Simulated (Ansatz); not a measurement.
## How far each method lies from full CI for PH, singlet

Geometry: that of the PH, triplet, kept fixed. The triplet lies 1.1 eV lower here.

```
atom   x (Å)   y (Å)   z (Å)
   P  0.0000  0.0000  0.0000
   H  0.0000  0.0000  1.4282
```

Basis aug-cc-pVDZ; Ansatz 0.2.0. Only valence electrons are correlated (noble-gas cores frozen), which leaves 6 electrons in 31 orbitals. Prefix R: restricted or restricted open-shell reference; prefix U: unrestricted. Active spaces: valence = (6e, 5o) chosen from the atoms' valence shells.

Full CI is exact within this basis and frozen core; it isn't the basis-set limit. The frozen core follows each run's orbitals, which can shift R against U totals by a few meV.

The determinant fills πx and πy unequally, so it is a mixture of Σ and Δ, which weighs on every level built on one determinant.

* UHF ⟨S²⟩: 1.031
* T1 diagnostic (RCCSD): 0.0114
* largest doubles amplitude (RCCSD): 0.313

| level | E − E(full CI) (kJ/mol) | share of correlation (%) | wall time |
| --- | --- | --- | --- |
| RHF | 382.9 | 0.00 | – |
| UHF† | 236.0 | – | – |
| RMP2 | 118.0 | 69.18 | – |
| UMP2† | 16.7 | – | – |
| CISD | 55.8 | 85.42 | 0.27 s |
| RCCSD | 34.4 | 91.00 | – |
| UCCSD*† | -60.4 | – | – |
| RCCSD(T) | 18.7 | 95.11 | 0.21 s |
| UCCSD(T)*† | -76.2 | – | 0.45 s |
| BCCD(T) | 19.1 | 95.02 | 0.24 s |
| RCCSDT* | 1.4 | 99.64 | – |
| UCCSDT*† | -104.4 | – | – |
| RCCSDT(Q)* | -0.6 | 100.14 | 0.57 s |
| UCCSDT(Q)*† | -109.8 | – | 2.2 s |
| RCCSDTQ* | 0.0 | 100.00 | 9 s |
| CASSCF (valence space) | 283.6 | 25.94 | – |
| NEVPT2 (valence space) | 74.5 | 80.54 | 0.24 s |
| MRCISD (valence space) | 15.5 | 95.94 | – |
| MRCISD+Q (valence space) | -2.5 | 100.65 | 0.39 s |

An asterisk marks runs whose energy the program itself flagged as in doubt. A dagger marks rows that describe another state than the reference (another or a broken symmetry, a higher spin or other natural occupations), so the difference holds a gap between states beside the method's error.

The correlation energy at full CI, counted from RHF, is -3.969 eV. That run took 12 s on 1 thread of AMD EPYC 9R45, shared host over 5,065,957 determinants.

Times hold each run's SCF and search for its determinant on a shared host, so for small cases they say little of a method's own cost; they ran on 1 thread of AMD EPYC 9R45.

Not variational, and here over 5 meV under the exact energy: RCCSDT(Q), MRCISD+Q (valence space).

Unrestricted levels hold only the spin's projection, and here they fall towards a lower state of higher spin.

The full-CI state has the irrep A1 of C2v, in the program's axes (one component, if the state is degenerate).

Natural occupations of full CI about the gap: 1.958 1.929 0.994 0.974 0.038 0.024 0.016 0.016 0.010 0.009; effectively unpaired electrons, Σ n²(2−n)², 2.04. No single determinant describes this state well, so single-reference rows can miss without a flag.
